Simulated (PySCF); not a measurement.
## Running PySCF for MgCl

Input:

```python
from pyscf import gto, scf, cc

mol = gto.M(
    atom='Mg 0 0 0; Cl 0 0 2.162',
    basis='6-31g',
    charge=0,
    spin=1,
    verbose=4,
)
mf = scf.ROHF(mol)
mf.kernel()
mycc = cc.CCSD(mf)
mycc.kernel()
e = mycc.ipccsd(nroots=5)[0]
print('roots (eV) =', (e*27.211386).round(3))
mf.dip_moment()
print('orbital energies (hartree):', mf.mo_energy[..., max(0, mol.nelec[1]-3):mol.nelec[0]+3].round(4))
```

```bash
$ python input.py
```

It prints (some set-up lines and the per-cycle HOMO/LUMO lines with their warnings removed):

```
PySCF version 2.14.0

[INPUT] verbose = 4
[INPUT] num. atoms = 2
[INPUT] num. electrons = 29
[INPUT] charge = 0
[INPUT] spin (= nelec alpha-beta = 2S) = 1
[INPUT] symmetry False subgroup None
[INPUT] Mole.unit = angstrom
[INPUT] Symbol           X                Y                Z      unit          X                Y                Z       unit  Magmom
[INPUT]  1 Mg     0.000000000000   0.000000000000   0.000000000000 AA    0.000000000000   0.000000000000   0.000000000000 Bohr   0.0
[INPUT]  2 Cl     0.000000000000   0.000000000000   2.162000000000 AA    0.000000000000   0.000000000000   4.085587881310 Bohr   0.0

nuclear repulsion = 49.9316147214061
number of shells = 14
number of NR pGTOs = 92
number of NR cGTOs = 26
basis = 6-31g
ecp = {}

******** <class 'pyscf.scf.rohf.ROHF'> ********
method = ROHF
initial guess = minao
damping factor = 0
level_shift factor = 0
DIIS = <class 'pyscf.scf.diis.CDIIS'>
diis_start_cycle = 1
diis_space = 8
diis_damp = 0
SCF conv_tol = 1e-09
SCF conv_tol_grad = None
SCF max_cycles = 50
direct_scf = True
direct_scf_tol = 1e-13
num. doubly occ = 14  num. singly occ = 1
Set gradient conv threshold to 3.16228e-05
init E= -659.149339102107
cycle= 1 E= -659.087842087136  delta_E= 0.0615  |g|= 0.216  |ddm|= 0.912
cycle= 2 E= -659.119164226893  delta_E= -0.0313  |g|= 0.0892  |ddm|= 0.534
cycle= 3 E= -659.123890330617  delta_E= -0.00473  |g|= 0.0154  |ddm|= 0.132
cycle= 4 E= -659.124512681896  delta_E= -0.000622  |g|= 0.00259  |ddm|= 0.086
cycle= 5 E= -659.124519729868  delta_E= -7.05e-06  |g|= 0.000545  |ddm|= 0.00955
cycle= 6 E= -659.124520132476  delta_E= -4.03e-07  |g|= 0.000149  |ddm|= 0.00196
cycle= 7 E= -659.124520160466  delta_E= -2.8e-08  |g|= 2.06e-05  |ddm|= 0.000499
cycle= 8 E= -659.124520161023  delta_E= -5.57e-10  |g|= 3.46e-06  |ddm|= 5.21e-05
Extra cycle  E= -659.124520161031  delta_E= -8.75e-12  |g|= 1.02e-06  |ddm|= 7.06e-06
converged SCF energy = -659.124520161031

WARN: RCCSD method does not support ROHF method. ROHF object is converted to UHF object and UCCSD method is called.

******** <class 'pyscf.cc.uccsd.UCCSD'> ********
CC2 = 0
CCSD nocc = (np.int64(15), np.int64(14)), nmo = (26, 26)
max_cycle = 50
direct = 0
conv_tol = 1e-07
conv_tol_normt = 1e-06
diis_space = 6
diis_start_cycle = 0
diis_start_energy_diff = 1e+09
Init t2, MP2 energy = -0.0525919186391749
Init E_corr(UCCSD) = -0.0527554756757184
cycle = 1  E_corr(UCCSD) = -0.0567777968506711  dE = -0.00402232117  norm(t1,t2) = 0.0494513
cycle = 2  E_corr(UCCSD) = -0.0587478350572362  dE = -0.00197003821  norm(t1,t2) = 0.0183105
cycle = 3  E_corr(UCCSD) = -0.0596416491377898  dE = -0.000893814081  norm(t1,t2) = 0.0112114
cycle = 4  E_corr(UCCSD) = -0.0599374122977737  dE = -0.00029576316  norm(t1,t2) = 0.00357013
cycle = 5  E_corr(UCCSD) = -0.0598786027202686  dE = 5.88095775e-05  norm(t1,t2) = 0.00146245
cycle = 6  E_corr(UCCSD) = -0.0598829749973204  dE = -4.37227705e-06  norm(t1,t2) = 0.000400162
cycle = 7  E_corr(UCCSD) = -0.0598876948002042  dE = -4.71980288e-06  norm(t1,t2) = 0.000182992
cycle = 8  E_corr(UCCSD) = -0.0598886622083511  dE = -9.67408147e-07  norm(t1,t2) = 5.61663e-05
cycle = 9  E_corr(UCCSD) = -0.0598885889203712  dE = 7.32879799e-08  norm(t1,t2) = 2.11726e-05
cycle = 10  E_corr(UCCSD) = -0.0598886121234471  dE = -2.32030758e-08  norm(t1,t2) = 6.76167e-06
cycle = 11  E_corr(UCCSD) = -0.0598885676908282  dE = 4.44326188e-08  norm(t1,t2) = 2.98978e-06
cycle = 12  E_corr(UCCSD) = -0.0598885305699496  dE = 3.71208787e-08  norm(t1,t2) = 1.36106e-06
cycle = 13  E_corr(UCCSD) = -0.0598885169974234  dE = 1.35725261e-08  norm(t1,t2) = 6.11223e-07
UCCSD converged
E(UCCSD) = -659.1844086780288  E_corr = -0.05988851699742344

******** <class 'pyscf.cc.eom_uccsd.EOMIP'> ********
max_space = 20
max_cycle = 50
conv_tol = 1e-07
partition = None
EOM-CCSD root 0 E = 0.2854761196389934  qpwt = 0.975014  conv = True
EOM-CCSD root 1 E = 0.3858470488366271  qpwt = 0.464808  conv = True
EOM-CCSD root 2 E = 0.3858470488366271  qpwt = 0.464807  conv = True
EOM-CCSD root 3 E = 0.3878896521152808  qpwt = 0.465801  conv = True
EOM-CCSD root 4 E = 0.3878896521152808  qpwt = 0.465798  conv = True
roots (eV) = [ 7.768 10.499 10.499 10.555 10.555]
Dipole moment(X, Y, Z, Debye): -0.00000,  0.00000, -4.33779
orbital energies (hartree): [-0.4669 -0.4273 -0.4273 -0.1409  0.0453  0.0453  0.0968]
```

In short: E(SCF) = -659.124520 Eh, 8 cycles, E(CCSD) − E(SCF) = -0.05989 Eh, μz(SCF) = -4.34 D, ionisation roots 7.768, 10.499, 10.499, 10.555, 10.555 eV.

Wall time 2.6 s on one thread of a shared host.

The bond length is a typed value, not an optimised one. No search for the lowest solution was made.
